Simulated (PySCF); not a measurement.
Isomers of C2H3NO2, one GFN2-xTB conformer each. Single-point energies are computed at wB97X-D/def2-SVPD (PySCF, gas phase, no added dispersion term), electronic only.

Question: Rank them by wB97X-D/def2-SVPD energy, lowest first (kcal/mol).
A. `[O:1]=[CH:2][NH:3][CH:4]=[O:5]` with O1–C2–N3–C4 0°, C2–N3–C4–O5 0° (formimide)
B. `[H]/[N:1]=[CH:2]\[C:3](=[O:4])[OH:5]` with N1–C2–C3–O4 0°, C2–C3–O5–H 180°

Answer: A (0.0), B (6.3).

As drawn, the lower has a C(=O)–N unit, which the higher lacks; the higher has a C=N bond, an O–H bond and a C(=O)–O unit, which the lower lacks. GFN2-xTB itself gives, in the same order: 0.0, 10.4. Both levels put the same isomer lowest.

Q: Which frontier levels, dipoles and rotational constants go with these structures?

A: 
| SMILES | HOMO (eV, wB97X-D/def2-SVPD) | LUMO (eV) | dipole (D) | A, B, C (MHz) |
| --- | --- | --- | --- | --- |
| O=CNC=O | -9.64 | 0.49 | 5.78 | 11339, 4587, 3266 |
| [H]/N=C\C(=O)O | -10.16 | -0.35 | 2.37 | 11400, 4339, 3143 |

Q: As an exercise, what shares would exp(−E/RT) give at 1000 K from these electronic energies alone (no entropy, no degeneracies)?

A: RT = 1.987 kcal/mol: O=CNC=O 95.9 %, [H]/N=C\C(=O)O 4.1 %.
